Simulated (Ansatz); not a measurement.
C5H10 can be A, `C=CCCC`, or B, `CC1(C)CC1`.

Isolated molecules relaxed with PBE0-D4/def2-TZVP in Ansatz; ΔE leaves out vibrations. CCSD(T)/CBS is the MP2 limit (def2-TZVPP, def2-QZVPP) plus CCSD(T) − MP2 in def2-TZVPP, frozen cores. DFT in def2-TZVPP. B3LYP here is the variant with VWN-RPA as its local correlation; programs differ in this. One conformer a species, not always the lowest.

**Question.** Which isomer does CCSD(T)/CBS put lower? Give the gap. (Best estimate.)

**Answer.** Computed: A, by 13.5 kJ/mol.

**Question.** Give E(B) − E(A) in kJ/mol with CCSD/def2-TZVPP, PBE0-D4, MP2/def2-TZVPP, B3LYP, CCSD(T)/def2-TZVPP, PBE-D4, HF/def2-TZVPP. (Best estimate.)

**Answer.** Computed: CCSD/def2-TZVPP 12.3, PBE0-D4 -2.4, MP2/def2-TZVPP -1.3, B3LYP 23.7, CCSD(T)/def2-TZVPP 12.1, PBE-D4 3.6, HF/def2-TZVPP 29.6. The order is the other way round with PBE0-D4, MP2/def2-TZVPP.

Largest T1 diagnostic: 0.009.

From PBE to PBE0 (25 % exact exchange), in def2-TZVPP and without D4, E(B) − E(A) moves by −6.4 kJ/mol. In def2-TZVPP, CCSD(T) changes the Hartree–Fock value by −17.5 kJ/mol (the triples alone add −0.2 kJ/mol) and MP2 by −30.9 kJ/mol.
